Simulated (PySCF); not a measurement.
## Exercise with solution: oscillator strength and radiative lifetime

C₂H₃, SMILES [CH]=C (connectivity only; charge and spin as stated), charge +1, multiplicity 1.

Geometry: B3LYP-D3(BJ)/def2-TZVP. The multiplicity is an assumed one; other spin states were not compared. The isomer is the one that the SMILES or the coordinates give; other isomers of the formula were not compared.

TDA-CAM-B3LYP/def2-TZVPD run with PySCF puts the first singlet state with f over 0.02 at 10.78 eV (vertical), with the transition dipole (-0.518, 0.000, 0.000) in atomic units.

Find the oscillator strength, the wavelength and the radiative lifetime that this transition would have in vacuum if emission retraced absorption.


|μ|² = 0.2683 au, so |μ| = 1.32 D. ΔE = 10.78/27.211 = 0.3962 hartree. f = (2/3) ΔE |μ|² = 0.071 (the program prints 0.071).
λ = 1239.84/10.78 = 115 nm; ν = 86947 cm⁻¹.
Einstein's coefficient A = 0.6670 ν² f s⁻¹ (ν in cm⁻¹) = 3.6e8 s⁻¹, so τ = 1/A = 2.8 ns. This state is S5; the lower singlets have f = 0.000, 0.000, 0.005, 0.000. The figure is the radiative limit of this one transition; relaxation, internal conversion, crossing to triplets and a medium change what is measured.
